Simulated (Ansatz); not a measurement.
# AlPt: computed properties

The calculation used Ansatz 0.2.0, DFT r2SCAN, scalar-relativistic, plane waves, PAW.

Cutoff 500 eV; k points 8×8×8 on the computed 8-atom cell (Γ-centred); Gaussian smearing, width 0.10 eV; no spin polarisation.

The structure is relaxed at this level of theory with its symmetry kept. Whether it is the stable form of this composition wasn't checked.

Space group P2_13 (No. 198). a = 4.878 Å, b = 4.878 Å, c = 4.878 Å, α = 90.00°, β = 90.00°, γ = 90.00°
| atom | site | symmetry | x | y | z |
| --- | --- | --- | --- | --- | --- |
| Al | 4a | .3. | 0.8441 | 0.8441 | 0.8441 |
| Pt | 4a | .3. | 0.1549 | 0.1549 | 0.1549 |

(1) Formation energy from the elements' standard states (uncorrected)?

(2) Density of states at the Fermi level?

(3) Löwdin character within 0.5 eV of the Fermi level?

(4) Bulk modulus?

(5) Its pressure derivative?

(6) Bader charges (e)?

Spin-orbit coupling is left out, which matters for the bands of heavy elements.

Results:

(1) -1.108 eV/atom.

(2) 0.81 states/eV per cell.

(3) Al 3p 42 %, Pt 5d 38 %, Al 3s 9 %, unprojected 6 %.

(4) 203 GPa.

(5) 4.7.

(6) Al (4 in the cell) 2.17, Pt (4 in the cell) -2.17.

Cost: 9 runs of about 31 core-minutes in all, on Intel Xeon Platinum 8259CL (Skylake/Cascade Lake) (shared hosts).